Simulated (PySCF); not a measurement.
Geometry:
```json
{"atom": "O1", "x (Å)": "-1.209", "y (Å)": "0.522", "z (Å)": "-0.387"}
{"atom": "S2", "x (Å)": "-0.076", "y (Å)": "-0.385", "z (Å)": "-0.452"}
{"atom": "S3", "x (Å)": "1.292", "y (Å)": "-0.172", "z (Å)": "0.820"}
```

Geometry: PBE0-D3(BJ)/def2-TZVP; GIAO absolute shieldings from PySCF 2.14, gas phase, non-relativistic, averaged over equivalent atoms.

At B97-2/pcSseg-2 (122 basis functions, 3.1 s wall time on 1 thread of an Arm Neoverse V1, shared host):
```csv
atoms,σ (ppm)
O1,-550.8
S3,-685.7
S2,-615.0
```

Estimate the result of repeating the calculation with wB97X-D/pcSseg-2.

Answers


```tsv
atoms	σ at wB97X-D/pcSseg-2	change
O1	-582.3	-31.5
S3	-779.3	-93.6
S2	-716.0	-101.0
```

The largest change is at S2 (sulfur bonded to O, S). Cost: 122 basis functions, 4.1 s wall time on 1 thread of an Arm Neoverse V1, shared host.
